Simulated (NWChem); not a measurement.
The numbers come from NWChem runs, not from measurements. System: B (+1), charge 1, spin multiplicity 1. Level: CR-CCSD(T)/cc-pVTZ, 1 core orbitals frozen.

The NWChem input:

```
start mol
memory heap 100 mb stack 700 mb global 1900 mb
charge 1
geometry units angstroms nocenter noautoz
  B      0.000000     0.000000     0.000000
  symmetry group D2h
end
basis spherical
  * library cc-pvtz
end
scf
  rhf
  nopen 0
  maxiter 100
  thresh 1e-7
  semidirect memsize 60000000 filesize 0
end
tce
  freeze core 1
  cr-ccsd(t)
  2eorb
  2emet 13
  thresh 1e-6
  maxiter 100
  tilesize 24
end
task tce energy
```

Output (cleaned and shortened):

```
             Northwest Computational Chemistry Package (NWChem) 7.3.0
             --------------------------------------------------------

                                NWChem Input Module
                                -------------------

 Scaling coordinates for geometry "geometry" by  1.889725989
 (inverse scale =  0.529177249)

                             Geometry "geometry" -> ""
                             -------------------------

 Output coordinates in angstroms (scale by  1.889725989 to convert to a.u.)

  No.       Tag          Charge          X              Y              Z
 ---- ---------------- ---------- -------------- -------------- --------------
    1 B                    5.0000     0.00000000     0.00000000     0.00000000

 Effective nuclear repulsion energy (a.u.)       0.0000000000

            Nuclear Dipole moment (a.u.)
            ----------------------------
        X                 Y               Z
 ---------------- ---------------- ----------------
     0.0000000000     0.0000000000     0.0000000000

      Symmetry information
      --------------------

 Group name             D2h
 Group number             26
 Group order               8
 No. of unique centers     1

      Symmetry unique atoms

     1


 Summary of "ao basis" -> "" (spherical)
 ------------------------------------------------------------------------------
       Tag                 Description            Shells   Functions and Types
 ---------------- ------------------------------  ------  ---------------------
 *                          cc-pvtz                   on all atoms

 Summary of "ao basis" -> "ao basis" (spherical)
 ------------------------------------------------------------------------------
       Tag                 Description            Shells   Functions and Types
 ---------------- ------------------------------  ------  ---------------------
 B                          cc-pvtz                 10       30   4s3p2d1f

                                 NWChem SCF Module
                                 -----------------

  ao basis        = "ao basis"
  functions       =    30
  atoms           =     1
  closed shells   =     2
  open shells     =     0
  charge          =   1.00
  wavefunction    = RHF
  use symmetry    = T
  symmetry adapt  = T

 Summary of "ao basis" -> "ao basis" (spherical)
 ------------------------------------------------------------------------------
       Tag                 Description            Shells   Functions and Types
 ---------------- ------------------------------  ------  ---------------------
 B                          cc-pvtz                 10       30   4s3p2d1f

      Symmetry analysis of basis
      --------------------------

        ag          8
        au          1
        b1g         2
        b1u         5
        b2g         2
        b2u         5
        b3g         2
        b3u         5

 Forming initial guess at       0.0s

      Superposition of Atomic Density Guess
      -------------------------------------

 Sum of atomic energies:         -24.53447207

 Renormalizing density from       5.00 to      4

      Non-variational initial energy
      ------------------------------

 Total energy =     -20.769996
 1-e energy   =     -25.902714
 2-e energy   =       5.132719
 HOMO         =      -0.935658
 LUMO         =      -0.449265

      Symmetry analysis of molecular orbitals - initial
      -------------------------------------------------

 !! scf_movecs_sym_adapt:   25 vectors were symmetry contaminated
[...]
     9      0.482259  1 B  py                12      0.402017  1 B  py
     6      0.312882  1 B  py

 Vector    4  Occ=0.000000D+00  E=-2.756729D-01  Symmetry=b3u
              MO Center=  2.6D-18, -1.2D-33,  2.0D-33, r^2= 1.9D+00
   Bfn.  Coefficient  Atom+Function         Bfn.  Coefficient  Atom+Function
  ----- ------------  ---------------      ----- ------------  ---------------
     8      0.482259  1 B  px                11      0.402017  1 B  px
     5      0.312882  1 B  px

 Vector    5  Occ=0.000000D+00  E=-2.756729D-01  Symmetry=b1u
              MO Center= -7.8D-49, -4.5D-50, -5.3D-18, r^2= 1.9D+00
   Bfn.  Coefficient  Atom+Function         Bfn.  Coefficient  Atom+Function
  ----- ------------  ---------------      ----- ------------  ---------------
    10      0.482259  1 B  pz                13      0.402017  1 B  pz
     7      0.312882  1 B  pz

 center of mass
 --------------
 x =   0.00000000 y =   0.00000000 z =   0.00000000

 moments of inertia (a.u.)
 ------------------
           0.000000000000           0.000000000000           0.000000000000
           0.000000000000           0.000000000000           0.000000000000
           0.000000000000           0.000000000000           0.000000000000

  Mulliken analysis of the total density
  --------------------------------------

    Atom       Charge   Shell Charges
 -----------   ------   -------------------------------------------------------
    1 B    5     4.00   1.96  1.33  0.29  0.42 -0.00  0.00  0.00  0.00  0.00  0.00

       Multipole analysis of the density wrt the origin
       ------------------------------------------------

     L   x y z        total         open         nuclear
     -   - - -        -----         ----         -------
     0   0 0 0      1.000000      0.000000      5.000000

     1   1 0 0      0.000000      0.000000      0.000000
     1   0 1 0     -0.000000      0.000000      0.000000
     1   0 0 1     -0.000000      0.000000      0.000000

     2   2 0 0     -2.662094      0.000000      0.000000
     2   1 1 0      0.000000      0.000000      0.000000
     2   1 0 1      0.000000      0.000000      0.000000
     2   0 2 0     -2.662094      0.000000      0.000000
     2   0 1 1      0.000000      0.000000      0.000000
     2   0 0 2     -2.662094      0.000000      0.000000

                   NWChem Extensible Many-Electron Theory Module
                   ---------------------------------------------


            General Information
            -------------------
      Number of processors :     1
         Wavefunction type : Restricted Hartree-Fock
          No. of electrons :     4
           Alpha electrons :     2
            Beta electrons :     2
           No. of orbitals :    60
            Alpha orbitals :    30
             Beta orbitals :    30
        Alpha frozen cores :     1
         Beta frozen cores :     1
     Alpha frozen virtuals :     0
      Beta frozen virtuals :     0
         Spin multiplicity : singlet
    Number of AO functions :    30
       Number of AO shells :    10
        Use of symmetry is : on
      Symmetry adaption is : on
         Schwarz screening : 0.10D-09

          Correlation Information
          -----------------------
          Calculation type : Coupled-cluster singles & doubles w/ perturbation
   Perturbative correction : Completely renormalized (T)
            Max iterations :      100
        Residual threshold : 0.10D-05
     T(0) DIIS level shift : 0.00D+00
     L(0) DIIS level shift : 0.00D+00
     T(1) DIIS level shift : 0.00D+00
     L(1) DIIS level shift : 0.00D+00
     T(R) DIIS level shift : 0.00D+00
     T(I) DIIS level shift : 0.00D+00
   CC-T/L Amplitude update :  5-th order DIIS
                I/O scheme : Global Array Library
        L-threshold :  0.10D-05
        EOM-threshold :  0.10D-05
 no EOMCCSD initial starts read in
 TCE RESTART OPTIONS
 SLICE:      F
 D4D5:       F
 quantumc:   F
 qrotation:  F
 pwtce:      F
 qducc:      F
 nacto:                         0
 nrotv:                         0
 nrot:                          0

            Memory Information
            ------------------
          Available GA space size is     249035900 doubles
          Available MA space size is     104855732 doubles

 Maximum block size supplied by input
 Maximum block size        24 doubles

 tile_dim =      6

 -------------------------------------------------

 Global array virtual files algorithm will be used

 Parallel file system coherency ......... OK

 4-electron integrals stored in orbital form

 v2    file size   =            22306
 4-index algorithm nr.  13 is used
 imaxsize =       30
 imaxsize ichop =        0


CCSD iterations
 ---------------------------------------------------------
 Iter          Residuum       Correlation     Cpu    Wall
 ---------------------------------------------------------
    1   0.0936668174645  -0.0358897378095     0.0     0.0
    2   0.0527224647267  -0.0475600486244     0.0     0.0
    3   0.0290720354366  -0.0532302310518     0.0     0.0
    4   0.0159021696998  -0.0562429096554     0.0     0.0
    5   0.0086558822609  -0.0578646740195     0.0     0.0
    6   0.0000356536015  -0.0597711510400     0.0     0.0
    7   0.0000127381953  -0.0597714477349     0.0     0.0
    8   0.0000053039391  -0.0597714585578     0.0     0.0
    9   0.0000022711137  -0.0597714614987     0.0     0.0
   10   0.0000009797918  -0.0597714658807     0.0     0.0
 -----------------------------------------------------------------
 Iterations converged
 CCSD correlation energy / hartree =        -0.059771465880701
 CCSD total energy / hartree       =       -24.296453699032384

 Singles contributions

 Doubles contributions
     5b1u (alpha)     5b1u (beta ) ---     2ag  (alpha)     2ag  (beta )       -0.1502959963
     3b2u (alpha)     3b2u (beta ) ---     2ag  (alpha)     2ag  (beta )       -0.1502959963
     4b3u (alpha)     4b3u (beta ) ---     2ag  (alpha)     2ag  (beta )       -0.1502959963
 CR-CCSD(T)

 CR-CCSD[T]  correction energy / hartree =        -0.000000000000000
 CR-CCSD[T] correlation energy / hartree =        -0.059771465880701
 CR-CCSD[T] total energy / hartree       =       -24.296453699032384
 CR-CCSD(T)  correction energy / hartree =        -0.000000000000000
 CR-CCSD(T) correlation energy / hartree =        -0.059771465880701
 CR-CCSD(T) total energy / hartree       =       -24.296453699032384

 Task  times  cpu:        0.5s     wall:        0.5s

 Total times  cpu:        0.6s     wall:        0.6s
```
